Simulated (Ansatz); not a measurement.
Black phosphorus was calculated with PBE-D3(BJ) (PAW; Ansatz, an electronic-structure program).

Numerical settings: plane-wave cutoff 520 eV, 12×12×8 k mesh (along the axes of the cell as run), Fermi–Dirac smearing 0.01 eV, scalar-relativistic PAW data made under PBE.

Starting structure:

```xyz
4
Lattice="1.6550 -5.2400 0.0000 1.6550 5.2400 0.0000 0.0000 0.0000 4.3800" Properties=species:S:1:pos:R:3 pbc="T T T"
P      1.6550     4.1742     4.0270
P      1.6550     1.0658     1.8370
P      1.6550    -1.0658     2.5430
P      1.6550    -4.1742     0.3530
```

### Question
Into what structure does the relaxation of cell and atoms lead at this level, with the symmetry of the start kept?

### Answer
The volume falls by 7.3 %; final space group Cmce.
```xyz
4
Lattice="1.6610 -5.0959 0.0000 1.6610 5.0959 0.0000 0.0000 0.0000 4.1618" Properties=species:S:1:pos:R:3 pbc="T T T"
P      1.6610     4.0110     3.8632
P      1.6610     1.0849     1.7823
P      1.6610    -1.0849     2.3796
P      1.6610    -4.0110     0.2986
```

Note: the solid has no gap at this level, which affects its response.
